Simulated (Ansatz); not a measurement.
Rock-salt CaO was calculated with G0W0@PBE in Ansatz (plane waves, hard PAW, contour deformation).

The same calculation (at the measured cell, 13.919 Å³/atom) with different numerical settings; throughout: k mesh 2×2×2:

```tsv
run	response cutoff (eV)	empty bands	quasiparticle gap on the mesh (eV)	quasiparticle gap at Γ (eV)	rough time
1	100	116	4.881	5.526	5 core-s
2	150	213	5.003	5.699	9 core-s
3	200	328	5.089	5.787	20 core-s
4	250	459	5.146	5.833	30 core-s
5	300	603	5.191	5.863	60 core-s
6	400	929	5.235	5.891	80 core-s
7	500	1298	5.259	5.906	3 core-min
```

In the column quasiparticle gap at Γ (eV) the first row differs from the last by -0.380 and the next to last by -0.015.

The last row is no converged limit: other settings stay fixed.

Ansatz is a quantum-chemistry and plane-wave program.
